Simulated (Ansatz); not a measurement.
A ladder of methods for SiPH5 (SMILES [SiH3]P)

The species is SiPH5 (7 atoms), meant as a singlet with charge 0. SMILES: `[SiH3]P`. The coordinates come from a GFN2-xTB relaxation.

Each level gives the vertical ionisation energy (to the doublet cation) (eV). The values are calculated.

```csv
level,kind,program,value (eV),less FCI/STO-3G,CPU time (all runs)
HF/STO-3G,Hartree–Fock,Ansatz,6.24,-0.05,0.49 s
PBE/STO-3G,GGA,Ansatz,7.32,+1.03,4.8 s
r2SCAN/STO-3G,meta-GGA,Ansatz,7.36,+1.07,10 s
PBE0/STO-3G,global hybrid,Ansatz,7.36,+1.07,4.3 s
r2SCAN0/STO-3G,hybrid meta-GGA,Ansatz,7.35,+1.06,10 s
wB97M-V/STO-3G,range-separated hybrid,Ansatz,7.41,+1.12,63 s
B2PLYP/STO-3G,double hybrid,Ansatz,7.03,+0.74,4.9 s
RPA@PBE/STO-3G,RPA,Ansatz,6.34,+0.05,6.1 s
CCSDT(Q)/STO-3G,coupled cluster or CI,Ansatz,6.29,0.00,1.7 s
FCI/STO-3G,exact in the basis,Ansatz,6.29,0.00,42 s
```

FCI/STO-3G is exact within its basis and frozen core, so for wave-function methods in that basis the difference is their error; functionals converge differently with the basis, so for them it is only a difference. The values span 6.24 to 7.41 eV. All rows use very small basis sets, so none should be taken for the real molecule's value. CPU times are rough (shared hosts, several kinds of processor and program).
